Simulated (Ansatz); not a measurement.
**BeCl, doublet: from triple and quadruple zeta to the limit**

```xyz
2

Cl    0.0000    0.0000    0.0000
Be    0.0000    0.0000    1.9446
```

Ansatz 0.2.0, UHF determinant, valence electrons correlated. Energies in eV.

```tsv
set	X	functions	Hartree–Fock	MP2 correlation	CCSD(T) correlation	time
def2-TZVPPD	3	73	-12902.9966	-5.6934	-6.4578	1.5 s on 1 thread of Arm Neoverse V2, with other jobs on the host
def2-QZVPPD	4	115	-12903.4098	-6.2906	-7.0729	5.5 s on 1 thread of Arm Neoverse V2, on a shared host
```

Hartree–Fock is taken to follow E(X) = E∞ + A·exp(−7.88·√X), correlation E(X) = E∞ + B·X^−2.97.

Problem. Work out the CCSD(T) energy at the limit, and how far the shortcut misses it that extrapolates MP2 and adds CCSD(T) minus MP2 from the smaller set.

Solution. Hartree–Fock: E∞ = E4 + 0.1377·(E4 − E3) = -12903.4668. Correlation: E∞ = E4 + 0.7407·(E4 − E3) = -7.5286 for CCSD(T) and -6.7330 for MP2. The limit is -12910.9954 eV, 0.513 eV below def2-QZVPPD. The shortcut gives a correlation energy of -6.7330 + (-0.7644) = -7.4974, 31 meV higher than the direct value.

Past Ne part of the Hartree–Fock step between the two sets comes from the cores, which don't follow the formula, so the 57 meV that it adds to the total can overshoot; that part largely cancels in differences.
